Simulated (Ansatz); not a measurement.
Geometry optimisation, RHF/def2-SVP in Ansatz.

input.yaml

```yaml
crystal:
  periodic: [false, false, false]
  atoms:
    - { symbol: Al, position_ang: [0.1114, -0.7216, 0.774] }
    - { symbol: O, position_ang: [0.2055, 0.6141, -0.9478] }
    - { symbol: H, position_ang: [-0.6312, -0.3476, -1.045] }
    - { symbol: Cl, position_ang: [-0.0525, -0.8568, 2.822] }
    - { symbol: H, position_ang: [0.3668, 1.312, -1.6032] }
basis:
  gaussian: { orbitals: def2-SVP }
hamiltonian:
  xc: hf
relax:
  f_tol: 0.15
  max_steps: 25
  restrain:
    - { distance: [2, 1], at: 0.97, k: 30.0 }
    - { distance: [0, 1], at: 3.17, k: 30.0 }
    - { distance: [0, 2], at: 2.82, k: 30.0 }
```

Launched with:

```bash
$ ansatz run input.yaml --threads 1 --pin off --max-ram 2048MiB --backend cpu --events-out ev --progress --plain --runs-dir out
```

Task: Where does it end, and by what steps?

Result: It converged. The restraints hold the end off the free minimum. After 9 steps the energy has fallen by 2.597 eV (the restraints' own energy left out); Al1 moved furthest, 0.85 Å. Parted: Al1–O2. Joined: O2–H3.

```csv
step,energy less start (eV),largest force component (eV/Å),accepted
0,0.0000,3.351,yes
1,0.0688,5.449,yes
2,-0.5002,7.659,yes
3,-1.6706,3.547,yes
4,-2.1307,2.625,yes
5,-2.4988,1.514,yes
6,-2.5787,0.998,yes
7,-2.5949,0.589,yes
8,-2.5608,1.503,no
9,-2.5972,0.528,yes
```

```xyz
5
Properties=species:S:1:pos:R:3
Al 0.030 -1.516 1.057
O -0.294 0.790 -1.085
H -0.139 -0.101 -1.387
Cl 0.063 -0.500 2.952
H 0.341 1.327 -1.537
```

The run took 6.5 s on 1 thread of Intel(R) Xeon(R) Platinum 8488C (Sapphire Rapids), on a shared host, peak memory 0.12 GiB.
